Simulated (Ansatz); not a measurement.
**C2H3NO: vertical ionisation energy**

The task here is to estimate one member of a computed series from the others.

Program: Ansatz 0.2.0, Gaussian basis. Level of theory: unrestricted cation, the program's frozen cores in correlated methods. These are calculated values, not measurements.

The runs, in order: UKS PBE-D4/def2-TZVPP; UKS r2SCAN-D4/def2-TZVPP; UKS PBE0-D4/def2-TZVPP; UKS B3LYP-D4/def2-TZVPP; UKS wB97X-V/def2-TZVPP; UKS wB97M-V/def2-TZVPP; UKS B2PLYP/def2-TZVPP; UHF-CCSD(T)/def2-TZVPP; UHF-MP2/def2-QZVPP; extrapolation to the limit; then −ε(HOMO) from the neutral's earlier runs with LDA (SPW92), PBE-D4, revPBE-D4, BLYP-D4, r2SCAN-D4, B97M-V, PBE0-D4, B3LYP-D4, r2SCANh-D4, r2SCAN0-D4, HSE06-D4, BHLYP-D4, CAM-B3LYP-D4, LC-ωPBE, ωB97X-V, ωB97M-V.

## The geometry

The geometry comes from an earlier relaxation with PBE0-D4 in a triple-zeta def2 set; it is a stationary point, not always the lowest conformer.

SMILES `C=CN=O`, 7 atoms, charge 0, spin multiplicity 1.

Atoms are counted from 1 here; the program's logs count them from 0.

Bond lengths: C1–C2 1.328 Å, C1–H5 1.082 Å, C1–H6 1.084 Å, C2–N3 1.420 Å, C2–H7 1.088 Å, N3–O4 1.204 Å. Angles: C2–C1–H5 122.1°, C2–C1–H6 119.3°, H5–C1–H6 118.6°, C1–C2–N3 116.9°, C1–C2–H7 125.8°, N3–C2–H7 117.3°, C2–N3–O4 113.9°.

The first run:

Input file in.yaml:

```yaml
crystal:
  periodic: [false, false, false]
  atoms:
    - {symbol: C, position_ang: [0.081785, 0.997129, -0.386725]}
    - {symbol: C, position_ang: [-0.095350, -0.104052, 0.334886]}
    - {symbol: N, position_ang: [0.136740, -1.343938, -0.316911]}
    - {symbol: O, position_ang: [-0.039741, -2.304672, 0.387041]}
    - {symbol: H, position_ang: [-0.071844, 1.985744, 0.026468]}
    - {symbol: H, position_ang: [0.390032, 0.909003, -1.422694]}
    - {symbol: H, position_ang: [-0.401633, -0.139212, 1.377934]}
basis:
  gaussian: {orbitals: def2-TZVPP}
total_charge: 1
magnetization: {spin_polarized: true, initial_magnetization: 1}
hamiltonian: {xc: pbe, dispersion: d4}
```

The run is started by

```bash
ansatz run in.yaml --threads 4 --pin off --events-out ev --progress --plain --max-ram 10444MiB
```

Among the steps run: Cation, UKS PBE-D4/def2-TZVPP; Cation, UKS r2SCAN-D4/def2-TZVPP; Cation, UKS PBE0-D4/def2-TZVPP; Cation, UKS B3LYP-D4/def2-TZVPP; Cation, UKS wB97X-V/def2-TZVPP; Cation, UKS wB97M-V/def2-TZVPP; Cation, UKS B2PLYP (frozen core)/def2-TZVPP; Cation, UHF-CCSD(T)/def2-TZVPP; Cation, UHF-MP2/def2-QZVPP.

One of the session's tables, all rows but one given; the rest of the session is left out.

It belongs to the step «Ionisation energies side by side». Orbital estimates, from the neutral's runs:

```
  functional  −ε(HOMO) (eV)
 LDA (SPW92)           5.07
      PBE-D4           4.92
   revPBE-D4           4.85
     BLYP-D4           4.87
   r2SCAN-D4           5.22
      B97M-V              ?
     PBE0-D4           6.65
    B3LYP-D4           6.42
  r2SCANh-D4           5.88
  r2SCAN0-D4           6.88
    HSE06-D4           6.24
    BHLYP-D4           8.40
CAM-B3LYP-D4           8.23
     LC-ωPBE           9.57
     ωB97X-V           9.23
     ωB97M-V           9.19
```

**Question.** Estimate the row for B97M-V.

As computed: −ε(HOMO) (eV): 5.44. In the column «−ε(HOMO) (eV)» it lies between r2SCAN-D4 (5.22) and r2SCANh-D4 (5.88).
